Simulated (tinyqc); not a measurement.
Inside a calculation. Method: coupled-perturbed Hartree-Fock on RHF in the sto-6g basis, for H2O, spin multiplicity 1. Computed by tinyqc, a small Python program that keeps every step (integrals from PySCF). Settings: charge = 0, multiplicity = 1, basis = sto-6g, method = RHF, energy threshold = 1e-10, iteration cap = 75, orthogonalisation = symmetric, start = core, DIIS depth = 6. Command: `OMP_NUM_THREADS=1 python tinyqc.py 25126 25127 out.jsonl` (the two numbers bound the seeds that draw the settings). One thread of a shared host (Intel(R) Xeon(R) Processor @ 2.60GHz), about 0.3 s of CPU time with the checks. The early iterations of the SCF are left out here.

## One-electron integrals

Geometry (angstrom):
```
atom        x         y        z
O     0.00000   0.00000  0.00000
H     0.00000   0.87000  0.61300
H     0.00000  -0.87000  0.61300
```

Basis sto-6g: exponents (1/bohr^2) and contraction coefficients of normalised primitives:
```
element  l (shell)    exponent  coefficient
O            s (1)  1355.58423      0.00916
O            s (1)   248.54489      0.04936
O            s (1)    69.53390      0.16854
O            s (1)    23.88677      0.37056
O            s (1)     9.27593      0.41649
O            s (1)     3.82034      0.13033
O            s (2)    52.18776     -0.01325
O            s (2)    10.32932     -0.04699
O            s (2)     3.21034     -0.03379
O            s (2)     1.23514      0.25024
O            s (2)     0.53642      0.59512
O            s (2)     0.24588      0.24071
O            p (3)    52.18776      0.00376
O            p (3)    10.32932      0.03768
O            p (3)     3.21034      0.17390
O            p (3)     1.23514      0.41804
O            p (3)     0.53642      0.42586
O            p (3)     0.24588      0.10171
H            s (1)    35.52322      0.00916
H            s (1)     6.51314      0.04936
H            s (1)     1.82214      0.16854
H            s (1)     0.62596      0.37056
H            s (1)     0.24308      0.41649
H            s (1)     0.10011      0.13033
```

Overlap, kinetic and nuclear-attraction integrals over the contracted functions; the nuclear repulsion is the sum of Za Zb / Rab.

nuclear repulsion = 8.2596638 hartree

overlap S, order 1O 1s, 1O 2s, 1O 2px, 1O 2py, 1O 2pz, 2H 1s, 3H 1s:
```
[[1.00000, 0.23114, 0.00000, 0.00000, 0.00000, 0.04334, 0.04334],
 [0.23114, 1.00000, 0.00000, 0.00000, 0.00000, 0.40949, 0.40949],
 [0.00000, 0.00000, 1.00000, 0.00000, 0.00000, 0.00000, 0.00000],
 [0.00000, 0.00000, 0.00000, 1.00000, 0.00000, 0.28909, -0.28909],
 [0.00000, 0.00000, 0.00000, 0.00000, 1.00000, 0.20370, 0.20370],
 [0.04334, 0.40949, 0.00000, 0.28909, 0.20370, 1.00000, 0.18003],
 [0.04334, 0.40949, 0.00000, -0.28909, 0.20370, 0.18003, 1.00000]]
```

kinetic energy T (hartree), order 1O 1s, 1O 2s, 1O 2px, 1O 2py, 1O 2pz, 2H 1s, 3H 1s:
```
[[29.32720, -0.89602, 0.00000, 0.00000, 0.00000, -0.00530, -0.00530],
 [-0.89602, 0.84262, 0.00000, 0.00000, 0.00000, 0.08221, 0.08221],
 [0.00000, 0.00000, 2.53131, 0.00000, 0.00000, 0.00000, 0.00000],
 [0.00000, 0.00000, 0.00000, 2.53131, 0.00000, 0.16941, -0.16941],
 [0.00000, 0.00000, 0.00000, 0.00000, 2.53131, 0.11936, 0.11936],
 [-0.00530, 0.08221, 0.00000, 0.16941, 0.11936, 0.76852, -0.00601],
 [-0.00530, 0.08221, 0.00000, -0.16941, 0.11936, -0.00601, 0.76852]]
```

nuclear attraction V (hartree), order 1O 1s, 1O 2s, 1O 2px, 1O 2py, 1O 2pz, 2H 1s, 3H 1s:
```
[[-62.25276, -6.38114, 0.00000, 0.00000, -0.01530, -1.36834, -1.36834],
 [-6.38114, -9.98788, 0.00000, 0.00000, -0.17562, -3.17881, -3.17881],
 [0.00000, 0.00000, -9.92212, 0.00000, 0.00000, 0.00000, 0.00000],
 [0.00000, 0.00000, 0.00000, -10.05314, 0.00000, -1.99291, 1.99291],
 [-0.01530, -0.17562, 0.00000, 0.00000, -9.98717, -1.45169, -1.45169],
 [-1.36834, -3.17881, 0.00000, -1.99291, -1.45169, -5.42623, -1.08933],
 [-1.36834, -3.17881, 0.00000, 1.99291, -1.45169, -1.08933, -5.42623]]
```

core Hamiltonian H = T + V (hartree), order 1O 1s, 1O 2s, 1O 2px, 1O 2py, 1O 2pz, 2H 1s, 3H 1s:
```
[[-32.92556, -7.27717, 0.00000, 0.00000, -0.01530, -1.37364, -1.37364],
 [-7.27717, -9.14526, 0.00000, 0.00000, -0.17562, -3.09660, -3.09660],
 [0.00000, 0.00000, -7.39081, 0.00000, 0.00000, 0.00000, 0.00000],
 [0.00000, 0.00000, 0.00000, -7.52183, 0.00000, -1.82351, 1.82351],
 [-0.01530, -0.17562, 0.00000, 0.00000, -7.45586, -1.33233, -1.33233],
 [-1.37364, -3.09660, 0.00000, -1.82351, -1.33233, -4.65771, -1.09533],
 [-1.37364, -3.09660, 0.00000, 1.82351, -1.33233, -1.09533, -4.65771]]
```

## Two-electron integrals

Functions are numbered as in S; the eight-fold symmetry (ij|kl) = (ji|kl) = (kl|ij) leaves the list below.

Two-electron integrals (ij|kl) in chemists' order, unique and non-zero (hartree):
```
(11|11) 4.78749    (21|11) 0.67588    (21|21) 0.12150    (22|11) 1.11738
(22|21) 0.24921    (22|22) 0.81738    (31|31) 0.02576    (32|31) 0.03914
(32|32) 0.18066    (33|11) 1.11738    (33|21) 0.24921    (33|22) 0.81738
(33|33) 0.88066    (41|41) 0.02576    (42|41) 0.03914    (42|42) 0.18066
(43|43) 0.04746    (44|11) 1.11738    (44|21) 0.24921    (44|22) 0.81738
(44|33) 0.78574    (44|44) 0.88066    (51|51) 0.02576    (52|51) 0.03914
(52|52) 0.18066    (53|53) 0.04746    (54|54) 0.04746    (55|11) 1.11738
(55|21) 0.24921    (55|22) 0.81738    (55|33) 0.78574    (55|44) 0.78574
(55|55) 0.88066    (61|11) 0.13503    (61|21) 0.02327    (61|22) 0.04670
(61|33) 0.04660    (61|41) 0.00093    (61|42) 0.00182    (61|44) 0.04680
(61|51) 0.00066    (61|52) 0.00128    (61|54) 0.00014    (61|55) 0.04670
(61|61) 0.00454    (62|11) 0.33467    (62|21) 0.07572    (62|22) 0.27578
(62|33) 0.27116    (62|41) 0.00496    (62|42) 0.03696    (62|44) 0.28043
(62|51) 0.00350    (62|52) 0.02604    (62|54) 0.00653    (62|55) 0.27576
(62|61) 0.01459    (62|62) 0.11679    (63|31) 0.00833    (63|32) 0.04716
(63|43) 0.00759    (63|53) 0.00535    (63|63) 0.01632    (64|11) 0.20006
(64|21) 0.04590    (64|22) 0.17829    (64|33) 0.17031    (64|41) 0.01095
(64|42) 0.06960    (64|44) 0.19134    (64|51) 0.00185    (64|52) 0.01581
(64|54) 0.00947    (64|55) 0.17321    (64|61) 0.00924    (64|62) 0.09179
(64|64) 0.08764    (65|11) 0.14096    (65|21) 0.03234    (65|22) 0.12562
(65|33) 0.12000    (65|41) 0.00185    (65|42) 0.01581    (65|44) 0.12412
(65|51) 0.00963    (65|52) 0.05830    (65|54) 0.01049    (65|55) 0.13274
(65|61) 0.00651    (65|62) 0.06467    (65|64) 0.05025    (65|65) 0.05173
(66|11) 0.48492    (66|21) 0.11175    (66|22) 0.46619    (66|33) 0.44778
(66|41) 0.00931    (66|42) 0.09539    (66|44) 0.48469    (66|51) 0.00656
(66|52) 0.06721    (66|54) 0.02601    (66|55) 0.46610    (66|61) 0.02174
(66|62) 0.25269    (66|64) 0.22659    (66|65) 0.15965    (66|66) 0.77500
(71|11) 0.13503    (71|21) 0.02327    (71|22) 0.04670    (71|33) 0.04660
(71|41) -0.00093   (71|42) -0.00182   (71|44) 0.04680    (71|51) 0.00066
(71|52) 0.00128    (71|54) -0.00014   (71|55) 0.04670    (71|61) 0.00447
(71|62) 0.01406    (71|64) 0.00813    (71|65) 0.00628    (71|66) 0.02069
(71|71) 0.00454    (72|11) 0.33467    (72|21) 0.07572    (72|22) 0.27578
(72|33) 0.27116    (72|41) -0.00496   (72|42) -0.03696   (72|44) 0.28043
(72|51) 0.00350    (72|52) 0.02604    (72|54) -0.00653   (72|55) 0.27576
(72|61) 0.01406    (72|62) 0.09260    (72|64) 0.05055    (72|65) 0.04979
(72|66) 0.16152    (72|71) 0.01459    (72|72) 0.11679    (73|31) 0.00833
(73|32) 0.04716    (73|43) -0.00759   (73|53) 0.00535    (73|63) 0.01247
(73|73) 0.01632    (74|11) -0.20006   (74|21) -0.04590   (74|22) -0.17829
(74|33) -0.17031   (74|41) 0.01095    (74|42) 0.06960    (74|44) -0.19134
(74|51) -0.00185   (74|52) -0.01581   (74|54) 0.00947    (74|55) -0.17321
(74|61) -0.00813   (74|62) -0.05055   (74|64) -0.01575   (74|65) -0.02661
(74|66) -0.07975   (74|71) -0.00924   (74|72) -0.09179   (74|74) 0.08764
(75|11) 0.14096    (75|21) 0.03234    (75|22) 0.12562    (75|33) 0.12000
(75|41) -0.00185   (75|42) -0.01581   (75|44) 0.12412    (75|51) 0.00963
(75|52) 0.05830    (75|54) -0.01049   (75|55) 0.13274    (75|61) 0.00628
(75|62) 0.04979    (75|64) 0.02661    (75|65) 0.03879    (75|66) 0.09464
(75|71) 0.00651    (75|72) 0.06467    (75|74) -0.05025   (75|75) 0.05173
(76|11) 0.10904    (76|21) 0.02490    (76|22) 0.09789    (76|33) 0.09577
(76|44) 0.09779    (76|51) 0.00184    (76|52) 0.01607    (76|55) 0.10011
(76|61) 0.00474    (76|62) 0.04058    (76|64) 0.02767    (76|65) 0.02529
(76|66) 0.08996    (76|71) 0.00474    (76|72) 0.04058    (76|74) -0.02767
(76|75) 0.02529    (76|76) 0.01741    (77|11) 0.48492    (77|21) 0.11175
(77|22) 0.46619    (77|33) 0.44778    (77|41) -0.00931   (77|42) -0.09539
(77|44) 0.48469    (77|51) 0.00656    (77|52) 0.06721    (77|54) -0.02601
(77|55) 0.46610    (77|61) 0.02069    (77|62) 0.16152    (77|64) 0.07975
(77|65) 0.09464    (77|66) 0.30147    (77|71) 0.02174    (77|72) 0.25269
(77|74) -0.22659   (77|75) 0.15965    (77|76) 0.08996    (77|77) 0.77500
```

## Orthogonalisation

S = U s U^T; symmetric (Loewdin) form X = U s^(-1/2) U^T, so that X^T S X = 1.

eigenvalues of S: [0.41233, 0.49135, 0.89220, 1.00000, 1.08898, 1.32862, 1.78651]

X, order 1O 1s, 1O 2s, 1O 2px, 1O 2py, 1O 2pz, 2H 1s, 3H 1s:
```
[[1.02249, -0.13424, 0.00000, 0.00000, -0.00711, 0.01823, 0.01823],
 [-0.13424, 1.17768, 0.00000, 0.00000, 0.07645, -0.24160, -0.24160],
 [0.00000, 0.00000, 1.00000, 0.00000, 0.00000, 0.00000, 0.00000],
 [0.00000, 0.00000, 0.00000, 1.08698, 0.00000, -0.19303, 0.19303],
 [-0.00711, 0.07645, 0.00000, 0.00000, 1.03727, -0.11818, -0.11818],
 [0.01823, -0.24160, 0.00000, -0.19303, -0.11818, 1.14609, -0.06109],
 [0.01823, -0.24160, 0.00000, 0.19303, -0.11818, -0.06109, 1.14609]]
```

## Starting guess

The start is the orbitals of the core Hamiltonian; D = 2 C_occ C_occ^T.

D at the start, order 1O 1s, 1O 2s, 1O 2px, 1O 2py, 1O 2pz, 2H 1s, 3H 1s:
```
[[2.12479, -0.56715, 0.00000, 0.00000, -0.04036, 0.07541, 0.07541],
 [-0.56715, 2.56554, 0.00000, 0.00000, 0.24557, -0.32887, -0.32887],
 [0.00000, 0.00000, 2.00000, 0.00000, 0.00000, 0.00000, 0.00000],
 [0.00000, 0.00000, 0.00000, 2.30172, 0.00000, -0.32667, 0.32667],
 [-0.04036, 0.24557, 0.00000, 0.00000, 2.13010, -0.20231, -0.20231],
 [0.07541, -0.32887, 0.00000, -0.32667, -0.20231, 0.10238, 0.00966],
 [0.07541, -0.32887, 0.00000, 0.32667, -0.20231, 0.00966, 0.10238]]
```

## Iteration 8 (converged): orbitals

converged F (hartree), order 1O 1s, 1O 2s, 1O 2px, 1O 2py, 1O 2pz, 2H 1s, 3H 1s:
```
[[-20.50773, -4.96262, 0.00000, 0.00000, -0.02580, -0.93800, -0.93800],
 [-4.96262, -2.30957, 0.00000, 0.00000, -0.08154, -0.84335, -0.84335],
 [0.00000, 0.00000, -0.38884, 0.00000, 0.00000, 0.00000, 0.00000],
 [0.00000, 0.00000, 0.00000, -0.26012, 0.00000, -0.37723, 0.37723],
 [-0.02580, -0.08154, 0.00000, 0.00000, -0.29569, -0.31720, -0.31720],
 [-0.93800, -0.84335, 0.00000, -0.37723, -0.31720, -0.45076, -0.26328],
 [-0.93800, -0.84335, 0.00000, 0.37723, -0.31720, -0.26328, -0.45076]]
```

Diagonalise F' = X^T F X, C = X C', fill 5 alpha and 5 beta electrons from the bottom; D = 2 C_occ C_occ^T. Each column has its largest component positive (the first on a tie).

F' = X^T F X (hartree):
```
[[-20.18152, -2.50417, 0.00000, 0.00000, -0.04535, -0.13899, -0.13899],
 [-2.50417, -1.24134, 0.00000, 0.00000, 0.10189, -0.43353, -0.43353],
 [0.00000, 0.00000, -0.38884, 0.00000, 0.00000, 0.00000, 0.00000],
 [0.00000, 0.00000, 0.00000, -0.00471, 0.00000, -0.42485, 0.42485],
 [-0.04535, 0.10189, 0.00000, 0.00000, -0.17692, -0.29434, -0.29434],
 [-0.13899, -0.43353, 0.00000, -0.42485, -0.29434, -0.01099, -0.07001],
 [-0.13899, -0.43353, 0.00000, 0.42485, -0.29434, -0.07001, -0.01099]]
```

orbital energies (hartree): [-20.51076, -1.22400, -0.57452, -0.43338, -0.38884, 0.48735, 0.62882]

coefficients C, order 1O 1s, 1O 2s, 1O 2px, 1O 2py, 1O 2pz, 2H 1s, 3H 1s:
```
[[0.99679, -0.22621, 0.00000, 0.08664, 0.00000, 0.10928, 0.00000],
 [0.01468, 0.87674, 0.00000, -0.47998, 0.00000, -0.72683, 0.00000],
 [0.00000, 0.00000, 0.00000, 0.00000, 1.00000, 0.00000, 0.00000],
 [0.00000, 0.00000, 0.60085, 0.00000, 0.00000, 0.00000, 0.94606],
 [0.00250, 0.09196, 0.00000, 0.77152, 0.00000, -0.71137, 0.00000],
 [-0.00305, 0.14516, 0.44733, 0.31263, 0.00000, 0.73652, -0.75220],
 [-0.00305, 0.14516, -0.44733, 0.31263, 0.00000, 0.73652, 0.75220]]
```

D after iteration 8, order 1O 1s, 1O 2s, 1O 2px, 1O 2py, 1O 2pz, 2H 1s, 3H 1s:
```
[[2.10455, -0.45056, 0.00000, 0.00000, 0.09706, -0.01758, -0.01758],
 [-0.45056, 1.99854, 0.00000, 0.00000, -0.57931, -0.04566, -0.04566],
 [0.00000, 0.00000, 2.00000, 0.00000, 0.00000, 0.00000, 0.00000],
 [0.00000, 0.00000, 0.00000, 0.72205, 0.00000, 0.53756, -0.53756],
 [0.09706, -0.57931, 0.00000, 0.00000, 1.20741, 0.50908, 0.50908],
 [-0.01758, -0.04566, 0.00000, 0.53756, 0.50908, 0.63785, -0.16258],
 [-0.01758, -0.04566, 0.00000, -0.53756, 0.50908, -0.16258, 0.63785]]
```

## Convergence

Stop when the energy changes by less than 1e-10 hartree and every element of the error matrix X^T (F D S - S D F) X is below 3e-06.

Course of the cycle:
```
iteration  E (hartree)     change  largest element of the error matrix
1          -74.0056980          -                             5.95e-01
2          -75.5992978  -1.59e+00                             1.89e-01
3          -75.6619092  -6.26e-02                             3.94e-02
4          -75.6642493  -2.34e-03                             7.05e-03
5          -75.6644021  -1.53e-04                             2.13e-03
6          -75.6644184  -1.63e-05                             1.50e-04
7          -75.6644185  -5.00e-08                             4.56e-07
8          -75.6644185  -4.97e-13                             1.56e-08
```

PySCF RHF in the same basis = -75.6644185 hartree

Converged in 8 iterations.

## Populations, bond orders and dipole

Mulliken: Z minus the diagonal of D S on the atom; Loewdin: the same with S^(1/2) D S^(1/2); Mayer order: 2 sum_s sum (D(s) S)_ij (D(s) S)_ji over the two atoms.

Charges (e):
```
atom  Mulliken   Loewdin
1O    -0.30355  -0.22127
2H     0.15178   0.11064
3H     0.15178   0.11064
```

Mayer bond orders:
```
pair    order
2-1   0.96282
3-1   0.96282
3-2   0.01414
```

dipole moment about the origin, x y z (debye): [0.00000, 0.00000, 1.59287]

## Integrals over molecular orbitals

(pq|rs) = sum C_ip C_jq C_kr C_ls (ij|kl), one index at a time.

one-electron integrals over orbitals h = C^T H C (hartree):
```
[[-32.91266, 0.57603, 0.00000, -0.21227, 0.00000, -0.28375, 0.00000],
 [0.57603, -7.62837, 0.00000, 0.50997, 0.00000, 1.28723, 0.00000],
 [0.00000, 0.00000, -6.10176, 0.00000, 0.00000, 0.00000, -1.77347],
 [-0.21227, 0.50997, 0.00000, -6.75898, 0.00000, 1.22456, 0.00000],
 [0.00000, 0.00000, 0.00000, 0.00000, -7.39081, 0.00000, 0.00000],
 [-0.28375, 1.28723, 0.00000, 1.22456, 0.00000, -5.28155, 0.00000],
 [0.00000, 0.00000, -1.77347, 0.00000, 0.00000, 0.00000, -5.57281]]
```

Two-electron integrals over orbitals (pq|rs), unique and non-zero (hartree):
```
(11|11) 4.76291    (21|11) -0.43620   (21|21) 0.06446    (22|11) 1.03002
(22|21) -0.01585   (22|22) 0.72515    (31|31) 0.01073    (32|31) 0.01675
(32|32) 0.13451    (33|11) 0.76883    (33|21) -0.00428   (33|22) 0.62159
(33|33) 0.60305    (41|11) 0.17116    (41|21) -0.02327   (41|22) 0.01321
(41|33) 0.00525    (41|41) 0.02659    (42|11) -0.14505   (42|21) 0.00871
(42|22) -0.01769   (42|33) 0.00443    (42|41) 0.01918    (42|42) 0.13010
(43|31) -0.00253   (43|32) 0.02686    (43|43) 0.05227    (44|11) 0.96778
(44|21) -0.01178   (44|22) 0.67277    (44|33) 0.57620    (44|41) -0.01004
(44|42) -0.09979   (44|44) 0.73526    (51|51) 0.02667    (52|51) 0.03295
(52|52) 0.14948    (53|53) 0.02684    (54|51) -0.01195   (54|52) -0.04351
(54|54) 0.05019    (55|11) 1.11709    (55|21) -0.01149   (55|22) 0.75451
(55|33) 0.60765    (55|41) 0.00422    (55|42) -0.07558   (55|44) 0.70799
(55|55) 0.88066    (61|11) 0.22333    (61|21) -0.03506   (61|22) 0.00303
(61|33) -0.00033   (61|41) -0.00097   (61|42) -0.02066   (61|44) 0.01639
(61|55) 0.00543    (61|61) 0.02930    (62|11) -0.28955   (62|21) 0.00733
(62|22) -0.13597   (62|33) -0.06710   (62|41) -0.01859   (62|42) -0.02884
(62|44) -0.07526   (62|55) -0.14842   (62|61) 0.00778    (62|62) 0.09653
(63|31) -0.00256   (63|32) 0.04198    (63|43) 0.03653    (63|63) 0.07817
(64|11) -0.24731   (64|21) 0.00240    (64|22) -0.11704   (64|33) -0.04529
(64|41) -0.00201   (64|42) 0.03814    (64|44) -0.12848   (64|55) -0.13678
(64|61) -0.00027   (64|62) 0.06294    (64|64) 0.08502    (65|51) -0.01414
(65|52) -0.05446   (65|54) -0.00348   (65|65) 0.03528    (66|11) 0.78119
(66|21) -0.00754   (66|22) 0.59384    (66|33) 0.55311    (66|41) 0.01888
(66|42) 0.05267    (66|44) 0.54269    (66|55) 0.57577    (66|61) -0.00807
(66|62) -0.09108   (66|64) -0.04811   (66|66) 0.58266    (71|31) 0.01503
(71|32) 0.02222    (71|43) -0.00367   (71|63) -0.00321   (71|71) 0.02108
(72|31) 0.01460    (72|32) 0.05205    (72|43) -0.02983   (72|63) -0.03098
(72|71) 0.01953    (72|72) 0.06695    (73|11) 0.37052    (73|21) -0.00681
(73|22) 0.16059    (73|33) 0.08963    (73|41) -0.00048   (73|42) -0.07442
(73|44) 0.15236    (73|55) 0.19996    (73|61) 0.00565    (73|62) -0.07258
(73|64) -0.09171   (73|66) 0.04137    (73|73) 0.15609    (74|31) -0.00832
(74|32) -0.07221   (74|43) -0.00801   (74|63) -0.05269   (74|71) -0.01150
(74|72) -0.01755   (74|74) 0.06828    (75|53) 0.02395    (75|75) 0.02525
(76|31) -0.00833   (76|32) -0.09206   (76|43) -0.05858   (76|63) -0.07082
(76|71) -0.01116   (76|72) 0.00366    (76|74) 0.05960    (76|76) 0.11741
(77|11) 0.85573    (77|21) -0.00890   (77|22) 0.61535    (77|33) 0.59036
(77|41) 0.00349    (77|42) -0.01917   (77|44) 0.59138    (77|55) 0.61681
(77|61) 0.00422    (77|62) -0.06541   (77|64) -0.04856   (77|66) 0.55356
(77|73) 0.09901    (77|77) 0.60577
```

## Response to a field: uncoupled start

dipole integrals <a|y|i> (bohr), order a6, a7:
```
[[0.00000, 0.00000, 0.94282, 0.00000, 0.00000],
 [0.05329, -0.10527, 0.00000, -0.74585, 0.00000]]
```

Field along y; U_ai = -mu_ai / (e_a - e_i), alpha = -4 sum U_ai mu_ai.

uncoupled U, order a6, a7:
```
[[0.00000, 0.00000, -0.88788, 0.00000, 0.00000],
 [-0.00252, 0.05682, 0.00000, 0.70217, 0.00000]]
```

uncoupled polarisability = 5.46776 bohr^3

## Coupled step 1

U_ai = -(mu_ai + sum_bj [4 (ai|bj) - (ab|ij) - (aj|bi)] U_bj) / (e_a - e_i); alpha = -4 sum U_ai mu_ai.

U after step 1, order a6, a7:
```
[[0.00000, 0.00000, -1.11648, 0.00000, 0.00000],
 [-0.00196, 0.10182, 0.00000, 0.90884, 0.00000]]
```

polarisability = 6.96526 bohr^3

## Coupled step 2

As before.

U after step 2, order a6, a7:
```
[[0.00000, 0.00000, -1.17501, 0.00000, 0.00000],
 [-0.00182, 0.12063, 0.00000, 0.97247, 0.00000]]
```

polarisability = 7.38373 bohr^3

## Coupled polarisability

Repeat until U stops changing; compare with -d2E/dF2.

Course of the coupled iterations:
```
step  alpha (bohr^3)
0            5.46776
1            6.96526
2            7.38373
3            7.50271
4            7.53709
5            7.54718
6            7.55019
7            7.55111
8            7.55139
9            7.55148
10           7.55151
11           7.55152
12           7.55152
13           7.55152
14           7.55152
15           7.55152
16           7.55152
17           7.55152
18           7.55152
```

coupled polarisability = 7.55152 bohr^3

finite-field check, fields of +/-0.001 au = 7.55152 bohr^3
